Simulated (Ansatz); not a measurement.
Computed with Ansatz on PBE0-D4/def2-TZVP structures; ΔE is electronic, products minus reactants. CBS: MP2 limit from def2 TZ/QZ plus the TZ coupled-cluster correction, frozen cores. This one scheme is used for every species, atoms too. DFT in def2-TZVPP. No spin–orbit coupling; open shells (•) take unrestricted orbitals. Spin–orbit coupling would lower the free atoms: a little for C, O. One conformer a species, not always the lowest.

Reaction (atomization): `COC(N)O` → 2 C• + 7 H• + N• + 2 O•

```
             level  ΔE (kcal/mol)  difference from CCSD(T)/CBS
           ωB97X-V         1084.4                          1.9
           ωB97M-V         1086.0                          3.5
            B2PLYP         1069.9                        -12.6
              PBE0         1079.3                         -3.2
    MP2/def2-TZVPP         1071.2                        -11.3
SCS-MP2/def2-TZVPP         1066.7                        -15.8
   CCSD/def2-TZVPP         1033.7                        -48.8
CCSD(T)/def2-TZVPP         1051.4                        -31.1
    MP2/def2-QZVPP         1089.5                          7.0
      HF/CBS(def2)          742.4                       -340.1
       CCSD(T)/CBS         1082.5                            0
```

Largest T1 diagnostic among the species: 0.011.

In def2-TZVPP, CCSD(T) changes the Hartree–Fock value by +310.8 kcal/mol (the triples alone add +17.7 kcal/mol) and MP2 by +330.5 kcal/mol; breaking electron pairs costs correlation energy, which Hartree–Fock lacks. From PBE to PBE0 (25 % exact exchange), in def2-TZVPP and without D4, ΔE moves by −27.8 kcal/mol: exact exchange takes away binding that semilocal exchange gives to molecules. The D4 term adds +6.9 kcal/mol with B3LYP and +3.6 kcal/mol with PBE0; it sums over pairs of atoms, weighted by their polarisabilities, and B3LYP, whose exchange is more repulsive, gets the larger term.

B3LYP here is the variant with VWN-RPA as its local correlation; programs differ in this.

For atomizations the MP2-based limit and the directly extrapolated one differ by several kJ/mol either way, and by 10 to 25 for some Ge, Se and Sn compounds, so smaller differences from it don't rank the levels.
